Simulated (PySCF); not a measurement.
# A workflow on SiH4 (silane)

Wanted: a series of 19 runs (PBE0-D4/def2-TZVP, CCSD(T)/def2-TZVPP, RI-MP2/def2-QZVPP, PBE-D4/def2-TZVPP, r2SCAN-D4/def2-TZVPP, B3LYP-D4/def2-TZVPP, PBE0-D4/def2-TZVPP, wB97M-V/def2-TZVPP, and more) of H4Si. Input form: a Python script.

The calculation is run with PySCF 2.14.0.

1 further run of the same task is left out (for a faulty analytic Hessian).

### 1 The molecule

SiH4 has 5 atoms, charge 0, and is taken as a singlet. As SMILES, `[SiH4]`. All atoms were displaced at random from a relaxed shape. The run starts from this shape.

Bond lengths: Si1–H2 1.396 Å, Si1–H3 1.485 Å, Si1–H4 1.541 Å, Si1–H5 1.474 Å. Angles: H2–Si1–H3 108.6°, H2–Si1–H4 110.1°, H2–Si1–H5 113.2°, H3–Si1–H4 107.8°, H3–Si1–H5 108.9°, H4–Si1–H5 108.2°.

### 2 A geometry optimisation at PBE0-D4/def2-TZVP (density fitting with def2-universal-jkfit) (run 1)

File geometry.xyz:

```xyz
5

Si     0.040699     0.015550     0.014637
H      0.918494    -0.701603     0.829733
H     -1.286043     0.066569     0.678872
H     -0.135828    -0.705198    -1.335851
H      0.492869     1.392975    -0.253934
```

File calc.py:

```python
# [SiH4]
from pyscf import gto, dft
from pyscf.geomopt.geometric_solver import kernel as optimise

mol = gto.M(
    atom='geometry.xyz',
    verbose=3,
    max_memory=1860,
    charge=0,
    basis='def2-tzvp',
)

myscf = dft.RKS(mol, xc='pbe0')
myscf = myscf.density_fit(auxbasis='def2-universal-jkfit')
myscf.max_cycle = 100
myscf.disp = 'd4'
myscf.conv_tol = 1e-09
myscf.grids.level = 4
converged, mol_eq = optimise(myscf, maxsteps=100)
print('converged:', converged)
print(mol_eq.tostring())

myscf.reset(mol_eq)
mol = mol_eq
myscf.kernel()
e_tot = myscf.e_tot
print(f'total energy: {e_tot:.8f} hartree')
```

On the command line:

```console
OMP_NUM_THREADS=1 python calc.py
```

Standard output:

```text
maxiter                   100
----------------------------------------------------------
Custom engine selected.
Bonds will be generated from interatomic distances less than 1.20 times sum of covalent radii
15 internal coordinates being used (instead of 15 Cartesians)
Internal coordinate system (atoms numbered from 1):
Distance 1-2
Distance 1-3
Distance 1-4
Distance 1-5
Angle 2-1-3
Angle 2-1-4
Angle 2-1-5
Angle 3-1-4
Angle 3-1-5
Angle 4-1-5
Translation-X 1-5
Translation-Y 1-5
Translation-Z 1-5
Rotation-A 1-5
Rotation-B 1-5
Rotation-C 1-5
> ===== Optimization Info: ====
> Job type: Energy minimization
> Maximum number of optimization cycles: 100
> Initial / maximum trust radius (Angstrom): 0.100 / 0.300
> Convergence Criteria:
> Will converge when all 5 criteria are reached:
>  |Delta-E| < 1.00e-06
>  RMS-Grad  < 3.00e-04
>  Max-Grad  < 4.50e-04
>  RMS-Disp  < 1.20e-03
>  Max-Disp  < 1.80e-03
> === End Optimization Info ===

Geometry optimization cycle 1
Cartesian coordinates (Angstrom)
 Atom        New coordinates             dX        dY        dZ
  Si   0.040699   0.015550   0.014637    0.000000  0.000000 -0.000000
   H   0.918494  -0.701603   0.829733    0.000000  0.000000  0.000000
   H  -1.286043   0.066569   0.678872    0.000000  0.000000  0.000000
   H  -0.135828  -0.705198  -1.335851    0.000000  0.000000  0.000000
   H   0.492869   1.392975  -0.253934    0.000000  0.000000  0.000000

WARN: Mole.unit (angstrom) is changed to Bohr

converged SCF energy = -291.753166721078
--------------- DFRKS_Scanner gradients ---------------
         x                y                z
0 Si     0.0310355701    -0.0067627325     0.0368929173
1 H    -0.0255088117     0.0175755537    -0.0209345525
2 H     0.0005129750    -0.0005407347    -0.0003161045
3 H    -0.0029212348    -0.0073631340    -0.0148894737
4 H    -0.0031186749    -0.0029090189    -0.0007528192
----------------------------------------------
cycle 1: E = -291.753166721  dE = -291.753  norm(grad) = 0.0638102
Step    0 : Gradient = 2.854e-02/4.868e-02 (rms/max) Energy = -291.7531667211
Hessian Eigenvalues: 5.00000e-02 5.00000e-02 5.00000e-02 ... 1.75576e-01 1.80392e-01 2.23952e-01

Geometry optimization cycle 2
Cartesian coordinates (Angstrom)
 Atom        New coordinates             dX        dY        dZ
  Si   0.014999   0.014356  -0.007474   -0.025700 -0.001194 -0.022111
   H   0.970327  -0.730937   0.849781    0.051833 -0.029334  0.020048
   H  -1.310647   0.071728   0.662575   -0.024604  0.005159 -0.016297
   H  -0.138380  -0.682863  -1.306518   -0.002552  0.022335  0.029333
   H   0.493902   1.396012  -0.264906    0.001033  0.003037 -0.010972
converged SCF energy = -291.757251577719
--------------- DFRKS_Scanner gradients ---------------
         x                y                z
0 Si     0.0025782504    -0.0002703414     0.0006225679
1 H    -0.0005882411    -0.0007966879     0.0000419142
2 H    -0.0006622866    -0.0001119877    -0.0002856963
3 H    -0.0003689560     0.0009790199     0.0007264387
4 H    -0.0009587991     0.0001999163    -0.0011053089
----------------------------------------------
cycle 2: E = -291.757251578  dE = -0.00408486  norm(grad) = 0.00352514
Step    1 : Displace = 3.871e-02/6.284e-02 (rms/max) Trust = 1.000e-01 (=) Grad = 1.576e-03/2.666e-03 (rms/max) E (change) = -291.7572515777 (-4.085e-03) Quality = 0.966
Hessian Eigenvalues: 5.00000e-02 5.00000e-02 5.00000e-02 ... 1.75618e-01 1.80552e-01 2.29320e-01

Geometry optimization cycle 3
Cartesian coordinates (Angstrom)
 Atom        New coordinates             dX        dY        dZ
  Si   0.008549   0.013919  -0.011562   -0.006450 -0.000438 -0.004089
   H   0.971384  -0.722436   0.846633    0.001057  0.008501 -0.003149
   H  -1.311648   0.073012   0.666037   -0.001001  0.001284  0.003462
   H  -0.137387  -0.689834  -1.311375    0.000993 -0.006972 -0.004858
   H   0.499305   1.393641  -0.256268    0.005403 -0.002370  0.008638
converged SCF energy = -291.757314989797
--------------- DFRKS_Scanner gradients ---------------
         x                y                z
0 Si     0.0006240612     0.0002020941     0.0004265670
1 H    -0.0000767122    -0.0003456627     0.0001617997
2 H    -0.0001196428    -0.0000139909    -0.0000463514
3 H    -0.0001133751     0.0001058105    -0.0001984813
4 H    -0.0003143072     0.0000516575    -0.0003436174
----------------------------------------------
cycle 3: E = -291.75731499  dE = -6.34121e-05  norm(grad) = 0.00103123
Step    2 : Displace = 8.234e-03/1.053e-02 (rms/max) Trust = 1.414e-01 (+) Grad = 4.612e-04/7.825e-04 (rms/max) E (change) = -291.7573149898 (-6.341e-05) Quality = 1.269
Hessian Eigenvalues: 5.00000e-02 5.00000e-02 5.00000e-02 ... 1.76046e-01 1.80636e-01 2.25928e-01

Geometry optimization cycle 4
Cartesian coordinates (Angstrom)
 Atom        New coordinates             dX        dY        dZ
  Si   0.005838   0.013642  -0.013472   -0.002711 -0.000276 -0.001909
   H   0.971914  -0.718467   0.844217    0.000530  0.003969 -0.002415
   H  -1.312573   0.073084   0.666720   -0.000925  0.000072  0.000683
   H  -0.137118  -0.692368  -1.311491    0.000269 -0.002534 -0.000115
   H   0.502140   1.392417  -0.252505    0.002835 -0.001224  0.003763
converged SCF energy = -291.757321271521
--------------- DFRKS_Scanner gradients ---------------
         x                y                z
0 Si    -0.0000887120    -0.0000166874    -0.0001224144
1 H     0.0000144609    -0.0000245574     0.0000311821
2 H     0.0000307086     0.0000016790     0.0000293086
3 H     0.0000434067     0.0000512943     0.0000709166
4 H     0.0000001841    -0.0000118257    -0.0000090712
----------------------------------------------
cycle 4: E = -291.757321272  dE = -6.28172e-06  norm(grad) = 0.000191022
Step    3 : Displace = 3.591e-03/4.908e-03 (rms/max) Trust = 2.000e-01 (+) Grad = 8.543e-05/1.521e-04 (rms/max) E (change) = -291.7573212715 (-6.282e-06) Quality = 0.977
Hessian Eigenvalues: 5.00000e-02 5.00000e-02 5.00000e-02 ... 1.76058e-01 1.80667e-01 2.24259e-01

Geometry optimization cycle 5
Cartesian coordinates (Angstrom)
 Atom        New coordinates             dX        dY        dZ
  Si   0.005984   0.013664  -0.013341    0.000146  0.000022  0.000130
   H   0.972059  -0.718401   0.844219    0.000145  0.000066  0.000001
   H  -1.312662   0.073076   0.666490   -0.000090 -0.000008 -0.000229
   H  -0.137370  -0.692535  -1.311549   -0.000252 -0.000167 -0.000058
   H   0.502188   1.392509  -0.252346    0.000048  0.000092  0.000159
converged SCF energy = -291.757321342667
--------------- DFRKS_Scanner gradients ---------------
         x                y                z
0 Si    -0.0000195900     0.0000065891    -0.0000069769
1 H     0.0000003582    -0.0000077216     0.0000099092
2 H     0.0000073444     0.0000008842     0.0000142747
3 H     0.0000117949    -0.0000009319    -0.0000120783
4 H     0.0000001393     0.0000010834    -0.0000052079
----------------------------------------------
cycle 5: E = -291.757321343  dE = -7.11456e-08  norm(grad) = 3.47345e-05
Step    4 : Displace = 2.261e-04/3.109e-04 (rms/max) Trust = 2.828e-01 (+) Grad = 1.553e-05/2.181e-05 (rms/max) E (change) = -291.7573213427 (-7.115e-08) Quality = 1.170
Hessian Eigenvalues: 5.00000e-02 5.00000e-02 5.00000e-02 ... 1.76058e-01 1.80667e-01 2.24259e-01
Converged! =D

converged: True
Si          0.00598356        0.01366424       -0.01334137
H           0.97205895       -0.71840113        0.84421866
H          -1.31266249        0.07307592        0.66649033
H          -0.13737008       -0.69253490       -1.31154859
H           0.50218807        1.39250854       -0.25234554
converged SCF energy = -291.757321342669
total energy: -291.75732134 hartree
```

Run time: 17 s. Hardware: 1 thread of Arm Neoverse V1, shared host; peak memory 0.61 GiB.

Step by step:

```csv
step,energy from the first frame kept (eV),largest force (eV/Å)
0,0.0000,2.5034
1,-0.1112,0.1371
2,-0.1129,0.0402
3,-0.1131,0.0078
4,-0.1131,0.0011
```

After the run. Bond lengths: Si1–H2 1.485 Å, Si1–H3 1.485 Å, Si1–H4 1.485 Å, Si1–H5 1.485 Å. Angles: H2–Si1–H3 109.5°, H2–Si1–H4 109.5°, H2–Si1–H5 109.5°, H3–Si1–H4 109.5°, H3–Si1–H5 109.5°, H4–Si1–H5 109.5°.

### 3 The energy at CCSD(T)/def2-TZVPP (run 3)

File job.py:

```python
# [SiH4]
from pyscf import gto, scf, cc

molecule = gto.Mole()
molecule.atom = [
    ('Si', (0.005984, 0.013664, -0.013341)),
    ('H', (0.972059, -0.718401, 0.844219)),
    ('H', (-1.312662, 0.073076, 0.666490)),
    ('H', (-0.137370, -0.692535, -1.311549)),
    ('H', (0.502188, 1.392509, -0.252346)),
]
molecule.verbose = 3
molecule.max_memory = 1860
molecule.basis = 'def2-tzvpp'
molecule.spin = 0
molecule.build()

mf = scf.RHF(molecule)
mf.conv_tol = 1e-10
mf.kernel()
if not mf.converged:
    mf = mf.newton().run(mf.mo_coeff, mf.mo_occ)

mycc = cc.CCSD(mf, frozen=5)
mycc.kernel()
e_t = mycc.ccsd_t()
etot = mycc.e_tot + e_t
print('Final energy', etot)
```

On the command line:

```console
OMP_NUM_THREADS=1 python job.py
```

Standard output:

```text
converged SCF energy = -291.258373554734
E(CCSD) = -291.431800536615  E_corr = -0.1734269818812439
CCSD(T) correction = -0.00383868811765317
Final energy -291.4356392247326
```

Run time: 13 s. Hardware: 1 thread of Arm Neoverse V1, shared host; peak memory 0.51 GiB.

Runs 4 to 9 aren't shown in full; the table further down has their settings and results.

### 4 The energy at B2PLYP/def2-TZVPP (run 10)

File input.xyz:

```xyz
5

Si     0.005984     0.013664    -0.013341
H      0.972059    -0.718401     0.844219
H     -1.312662     0.073076     0.666490
H     -0.137370    -0.692535    -1.311549
H      0.502188     1.392509    -0.252346
```

File calc.py:

```python
from pyscf import gto, dft, mp

mol = gto.M(
    atom='input.xyz',
    basis='def2-tzvpp',
    max_memory=1860,
    verbose=3,
)

mf = dft.RKS(mol)
mf.xc = '0.53*HF + 0.47*B88, 0.73*LYP'
mf.conv_tol = 1e-10
mf.grids.level = 5
mf.kernel()
if not mf.converged:
    mf = mf.newton().run(mf.mo_coeff, mf.mo_occ)

pt = mp.MP2(mf, frozen=5).run()
etot = mf.e_tot + 0.27 * pt.e_corr
print('PT2 part  %.8f' % (0.27 * pt.e_corr))
print('E = %.10f Eh' % etot)
```

On the command line:

```console
OMP_NUM_THREADS=1 python calc.py
```

Standard output:

```text
converged SCF energy = -291.712344431967
E(RMP2) = -291.888097338295  E_corr = -0.175752906328982
E(SCS-RMP2) = -291.906697178273  E_corr = -0.194352746306536
PT2 part  -0.04745328
E = -291.7597977167 Eh
```

It took 8.7 s on 1 thread of Arm Neoverse V1, shared host; peak memory 0.47 GiB.

Runs 11 to 19 aren't shown in full; the table further down has their settings and results.

### 5 The doublet cation: the energy at UB3LYP/6-31G(d) (spherical functions) (run 20)

File input.py:

```python
from pyscf import gto, dft

molecule = gto.Mole()
molecule.atom = '''
Si     0.011308     0.025821    -0.025211
H      1.836925    -1.357581     1.595343
H     -2.480572     0.138094     1.259484
H     -0.259592    -1.308701    -2.478468
H      0.948998     2.631461    -0.476865
'''
molecule.max_memory = 1860
molecule.verbose = 3
molecule.charge = 1
molecule.spin = 1
molecule.unit = 'bohr'
molecule.basis = '6-31g*'
molecule.build()

calc0 = dft.UKS(molecule)
calc0.xc = 'b3lyp'
calc0.conv_tol = 1e-10
calc0.grids.level = 5
calc0.kernel()
if not calc0.converged:
    calc0 = calc0.newton().run(calc0.mo_coeff, calc0.mo_occ)

e_final = calc0.e_tot
print('E(%s) = %.9f' % ('B3LYP', e_final))
```

On the command line:

```console
OMP_NUM_THREADS=1 python input.py
```

Standard output:

```text
converged SCF energy = -291.423181756817  <S^2> = 0.75835323  2S+1 = 2.0083359
E(B3LYP) = -291.423181757
```

Run time: 5.7 s. Hardware: 1 thread of Arm Neoverse V1, shared host; peak memory 0.21 GiB.

### 6 The series

```csv
run,level,task,integral approximation,partner,energy (Eh),dipole moment (D) of the reference,HOMO energy (eV),LUMO energy (eV),wall time
1,PBE0-D4/def2-TZVP (density fitting with def2-universal-jkfit),optimise,def2-universal-jkfit,base,-291.757321,0.00,-9.86,1.07,17 s
3,CCSD(T)/def2-TZVPP,energy,none,base,-291.435639,0.00,-13.22,3.89,13 s
4,RI-MP2/def2-QZVPP (density fitting with def2-universal-jkfit),energy,def2-universal-jkfit,base,-291.417238,0.00,-13.22,3.10,1.6 s
5,PBE-D4/def2-TZVPP,energy,none,base,-291.723296,0.00,-8.51,0.22,6.9 s
6,r2SCAN-D4/def2-TZVPP,energy,none,base,-291.854553,0.00,-8.86,0.70,17 s
7,B3LYP-D4/def2-TZVPP,energy,none,base,-291.919675,0.00,-9.66,0.83,7.5 s
8,PBE0-D4/def2-TZVPP,energy,none,base,-291.757887,0.00,-9.86,1.06,7.5 s
9,wB97M-V/def2-TZVPP,energy,none,base,-291.846358,0.00,-12.14,2.71,32 s
10,B2PLYP/def2-TZVPP,energy,none,base,-291.759798,0.00,-11.12,2.13,8.7 s
11,SVWN5/def2-TZVPP,energy,none,base,-290.674892,0.00,-8.52,0.05,5.4 s
12,M06-2X/def2-TZVPP,energy,none,base,-291.854714,0.00,-11.07,1.85,18 s
13,B3LYP/6-31G* (spherical functions),energy,none,base,-291.881965,0.00,-9.61,1.39,2.5 s
14,HF/STO-3G,energy,none,base,-287.909022,0.00,-11.44,14.05,0.69 s
15,UCCSD(T)/def2-TZVPP,energy,none,cation,not converged,–,–,–,1.7 min
16,UPBE-D4/def2-TZVPP,energy,none,cation,-291.276853,–,-15.95,-15.79,28 s
17,UB3LYP-D4/def2-TZVPP,energy,none,cation,-291.460676,–,-16.87,-15.29,23 s
18,UPBE0-D4/def2-TZVPP,energy,none,cation,-291.300687,–,-17.03,-15.01,23 s
19,U-wB97M-V/def2-TZVPP,energy,none,cation,-291.383757,–,-19.28,-13.07,77 s
20,UB3LYP/6-31G* (spherical functions),energy,none,cation,-291.423182,–,-16.93,-15.37,5.7 s
```

### 7 Outcome

| quantity | value |
| --- | --- |
| doublet cation, run 20: total energy | -291.42318 Eh |
| doublet cation, run 20: HOMO energy (highest over α and β) | -16.93 eV |
| doublet cation, run 20: LUMO energy (lowest over α and β) | -15.37 eV |
| doublet cation, run 20: ⟨S²⟩ | 0.758 |
| vertical ionisation energy (to the doublet cation), PBE-D4/def2-TZVPP | 12.148 eV |
| vertical ionisation energy (to the doublet cation), B3LYP-D4/def2-TZVPP | 12.490 eV |
| vertical ionisation energy (to the doublet cation), PBE0-D4/def2-TZVPP | 12.441 eV |
| vertical ionisation energy (to the doublet cation), wB97M-V/def2-TZVPP | 12.588 eV |
| vertical ionisation energy (to the doublet cation), B3LYP/6-31G* | 12.484 eV |

What this shows: At PBE-D4/def2-TZVPP: removing an electron at fixed nuclei costs 12.15 eV (1172 kJ/mol). The negative HOMO energy of the first species, 8.51 eV, lies 3.64 eV below that difference. At B3LYP-D4/def2-TZVPP: the vertical ionisation energy comes to 12.49 eV (1205 kJ/mol). −ε(HOMO) before ionisation, 9.66 eV, is 2.83 eV below this ionisation energy. At PBE0-D4/def2-TZVPP: the vertical ionisation energy comes to 12.44 eV (1200 kJ/mol). The negative HOMO energy of the first species, 9.86 eV, lies 2.58 eV below that difference. Totals of different functionals can't be ranked against each other. In run 14 the basis is minimal, so the values are rough. All runs together took 6.6 min, the longest 1.7 min. 1 of the 19 runs did not end normally.
